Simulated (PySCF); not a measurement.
Work out the structure from these simulated measurements.

Elements present: C, F and O. Monoisotopic mass: 77.9917 u.

- 13C NMR: chemical shifts (computed TMS as zero) by class: 310.6 (1 C), 195.2 (1 C) ppm [GIAO KT2/pcSseg-2]
- Triplet: lowest triplet excitation (Tamm–Dancoff): 1.65 eV [TDA CAM-B3LYP/def2-SVPD]
- NMR, other nuclei: isotropic shieldings of nuclei other than C and H, by class: -412 (1 O), 353 (2 F) ppm [GIAO KT2/pcSseg-2]
- Valence photoelectron: vertical ionisation energy: 9.93 eV [ΔSCF CAM-B3LYP/def2-SVPD]
- Couplings: largest of the computed one-bond spin–spin couplings (means over like bonds): 19F–13C -325.3 (×2), 13C–13C +216.8, 17O–13C +42.5 Hz [B3LYP/pcJ-1]
- Rotational structure: rotational constants A, B, C: 10.816, 3.921, 2.878 GHz [PBE0-D3(BJ)/def2-SVP]
- Polarisability: 29.0 au [CAM-B3LYP/def2-SVPD]
- UV, strongest line: among the 10 lowest singlet transitions: S9 at 9.45 eV (131 nm, f = 0.173) [TDDFT CAM-B3LYP/def2-SVPD]
- UV, first state: lowest singlet excitation: 2.15 eV (578 nm, f = 0.000) [TDDFT CAM-B3LYP/def2-SVPD]

Electronic properties: PySCF, gas phase, density fitting. Levels stand in brackets. Isolated species at its PBE0-D3(BJ)/def2-SVP geometry, gas phase. Each NMR value is the plain mean over a class of atoms that symmetry, rotation or inversion makes alike.

Q: Which formula fits the mass and the elements?

A: C2F2O (calculated 77.9917). No other formula that holds each of these elements comes within 0.0003 u with a fitting electron parity and a possible valence count.

Q: Propose a structure and show how it fits.

A: Numbering: `[O:1]=[C:2]=[C:3]([F:4])[F:5]`. Its formula, C2F2O, gives 2 degrees of unsaturation: 0 rings and 2 π bonds in the structure found. 2 carbons fall into 2 classes; from least to most shielded: central carbon of a ketene [C2] (310.6 ppm), outer carbon of cumulated double bonds [C3] (195.2 ppm). The other shieldings belong to: -412 ppm, oxygen bonded to C [O1]; 353 ppm, vinyl fluorine [F4/F5]. The couplings run between: -325.3 Hz, vinyl fluorine [F4] and outer carbon of cumulated double bonds [C3] (with 1 like pair); +216.8 Hz, central carbon of a ketene [C2] and outer carbon of cumulated double bonds [C3]; +42.5 Hz, oxygen bonded to C [O1] and central carbon of a ketene [C2]. S1 is mainly HOMO→LUMO (weight 0.99); the largest Löwdin shares of the orbital it empties are 0.31 on the outer carbon of cumulated double bonds, 0.23 on the oxygen bonded to C and 0.22 on the central carbon of a ketene, of the orbital it fills 0.41 on the central carbon of a ketene, 0.34 on the oxygen bonded to C and 0.11 on the outer carbon of cumulated double bonds. The optimised geometry has point group C2v and is an asymmetric top. Structure: `O=C=C(F)F`. The assignments are read from this structure; whether some other isomer fits the data as well wasn't checked.
